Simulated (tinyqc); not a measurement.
Stretching all distances: RHF, UHF, MP2, CISD and CCSD against full CI in the sto-3g basis, for H2O, spin multiplicity 1. Computed by the program tinyqc with PySCF. Command: `OMP_NUM_THREADS=1 python tinyqc.py 110315 110316 out.jsonl`; one thread of a shared host (Intel(R) Xeon(R) Processor @ 2.60GHz), about 8 s.

Geometry (angstrom):

| atom | x | y | z |
|---|---|---|---|
| O | 0.0000 | 0.0000 | 0.0000 |
| H | 0.0000 | 0.7190 | 0.5160 |
| H | 0.0000 | -0.7190 | 0.5160 |

All coordinates are multiplied by the scale. c0^2 is the weight of the RHF determinant in the lowest singlet FCI state (UHF is spin-contaminated and may lie near states of higher spin) and n(LUMO) the first natural occupation beyond the occupied space.

Full CI energy (hartree) and errors against it (kcal/mol):

| scale | distance 1-2 (angstrom) | E(FCI) | RHF | UHF | MP2 | CISD | CCSD | <S^2> UHF | c0^2 | n(LUMO) |
|---|---|---|---|---|---|---|---|---|---|---|
| 0.9500 | 0.8407 | -74.936579 | 22.5767 | 22.5767 | 5.8895 | 0.2045 | 0.0490 | 0.0000 | 0.9843 | 0.0158 |
| 1.2000 | 1.0620 | -75.015075 | 40.0769 | 40.0769 | 12.2132 | 0.8607 | 0.1249 | 0.0000 | 0.9591 | 0.0423 |
| 1.4600 | 1.2921 | -74.948322 | 69.3557 | 67.9897 | 23.4339 | 3.4357 | 0.3573 | 0.2697 | 0.8994 | 0.1091 |
| 1.7100 | 1.5133 | -74.866516 | 109.2604 | 57.2933 | 38.5473 | 10.0184 | 0.6044 | 1.2816 | 0.7963 | 0.2300 |
| 1.9600 | 1.7346 | -74.803340 | 159.6789 | 31.7165 | 55.9961 | 22.2083 | -0.8978 | 1.6922 | 0.6503 | 0.4079 |
| 2.2100 | 1.9558 | -74.766376 | 215.8898 | 14.0226 | 75.4845 | 38.6171 | -6.9935 | 1.8695 | 0.4769 | 0.6047 |

UHF parts from RHF first at scale 1.46 of those listed, where <S^2> leaves zero. The weight c0^2 goes from 0.98 to 0.48 and n(LUMO) from 0.02 to 0.60: static correlation grows as the bonds break into open-shell fragments. The spread of the error along the curve, which distorts its shape, is CCSD 7.6, CISD 38.4, UHF 54.0, MP2 69.6, RHF 193.3 kcal/mol. Below FCI somewhere: CCSD, as non-variational methods may be.
